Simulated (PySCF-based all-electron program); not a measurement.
Results of a calculation; reference values are marked as such.
## AlO, doublet: squeezing and stretching

Method: all-electron DFT (in-house code on PySCF), basis-limit composite values; the spin-free Dirac equation, no spin–orbit coupling, spin-unrestricted, lowest state found (another of this spin can lie close). Forces are good to about 0.002 eV/Å. A positive force pushes the atoms apart.

```tsv
r (Å)	PBE (eV/Å)
1.4562	?
1.618	0.427
1.7798	-3.308
```

(1) Fill in the missing PBE forces.

(2) Between which listed lengths does the PBE force vanish, and at which of the two is it smaller?

## Answers

(1) 1.4562 Å: 9.980 eV/Å.

(2) Between 1.618 and 1.780 Å. The force is smaller at 1.618 Å.
